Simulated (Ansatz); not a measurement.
Input for Ansatz (development build ahead of 0.2.0):

```yaml
crystal:
  periodic: [false, false, false]
  atoms:
    - { symbol: H, position_ang: [1.90246, 0.16252, -0.79963] }
    - { symbol: C, position_ang: [1.36162, -0.34591, -0.00025] }
    - { symbol: C, position_ang: [-0.07735, 0.14834, -0.00371] }
    - { symbol: "N", position_ang: [-1.03442, -0.82787, -0.00412] }
    - { symbol: H, position_ang: [-2.00131, -0.54488, 0.01827] }
    - { symbol: H, position_ang: [1.46158, -1.42571, -0.12782] }
    - { symbol: H, position_ang: [1.82569, -0.05631, 0.94525] }
    - { symbol: H, position_ang: [-0.81281, -1.80771, 0.01025] }
    - { symbol: O, position_ang: [-0.35504, 1.33158, 0.00078] }
basis:
  gaussian: { orbitals: cc-pVTZ }
hamiltonian:
  xc: hf
correlation:
  method: mp2
  frozen_orbitals: { C: 1, H: 0, "N": 1, O: 1 }
```

The input is written out in the form of the current development build from the run's settings.

The run gave:

- Converged: yes
- Reference energy: -208.05926 hartree
- Correlation energy: -0.77642 hartree
- Total energy: -208.83568 hartree
- Spin squared of the determinant: 0.000
- Stability test: minimum among restricted orbitals
